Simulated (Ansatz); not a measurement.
## H$_{3}$Si–CH, triplet: the ladder up to UCCSDT(Q)

Geometry: displaced at random from a stationary point.

```xyz
6

Si    0.0489    0.0196    0.5203
C    -0.1160   -0.0554   -1.2738
H    -0.0394    1.4125    0.9850
H     1.2509   -0.7389    1.0847
H    -1.2665   -0.7581    0.9818
H     0.0742    0.1981   -2.3708
```

Basis cc-pVDZ; Ansatz 0.2.0. Correlated methods freeze the noble-gas cores, which leaves 12 electrons in 46 orbitals. Prefix R: restricted or restricted open-shell reference; prefix U: unrestricted.

Full CI isn't at hand for all of this; UCCSDT(Q) serves as the reference, and is uncertain by about the last step of the cluster series. The frozen core follows each run's orbitals, which can shift R against U totals by a few meV.

For open shells CISD is restricted-active-space CI with the open shells as a complete middle space.

The UHF ⟨S²⟩ is 2.027 and the T1 diagnostic (RCCSD) is 0.0217. The largest doubles amplitude (RCCSD) is 0.025. The T1 diagnostic (UCCSD) is 0.0143.

| level | E − E(UCCSDT(Q)) (kJ/mol) | share of correlation (%) | wall time |
| --- | --- | --- | --- |
| RHF | 651.2 | 0.00 | – |
| UHF | 630.1 | 3.24 | – |
| RMP2 | 131.4 | 79.82 | – |
| UMP2 | 130.3 | 79.99 | – |
| CISD | 67.0 | 89.71 | 4.4 s |
| RCCSD | 17.3 | 97.34 | – |
| UCCSD | 16.9 | 97.40 | – |
| RCCSD(T) | 3.6 | 99.45 | 6 s |
| UCCSD(T) | 3.5 | 99.46 | 5.5 s |
| BCCD(T) | 3.5 | 99.46 | 2 s |
| RCCSDT | 0.7 | 99.89 | – |
| UCCSDT | 0.6 | 99.91 | – |
| RCCSDT(Q) | 0.1 | 99.98 | 2 min |

The correlation energy at UCCSDT(Q), counted from RHF, is -6.749 eV. That run took 1.8 min on 1 thread of Arm Neoverse V1, shared host.

Times hold each run's SCF and search for its determinant on a shared host, so for small cases they say little of a method's own cost; they ran on 1 thread of Arm Neoverse V1.
